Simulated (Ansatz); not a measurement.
# Rock-salt TiC

All values below come from PBE in Ansatz (PAW).

Run with plane-wave cutoff 520 eV, 16×16×16 k mesh, Fermi–Dirac smearing 0.1 eV, perturbation theory, force constants from a 4×4×4 q mesh, no spin polarisation, scalar-relativistic PAW data made under PBE.

Cell: relaxed at this level.

```
Item                                    Result
-------------------------------  -------------
zone-centre TO phonon frequency       514 cm⁻¹
zero-point energy                0.082 eV/atom
```

Cost on a shared machine: very roughly 9 core-minutes.

Ansatz is a first-principles code.
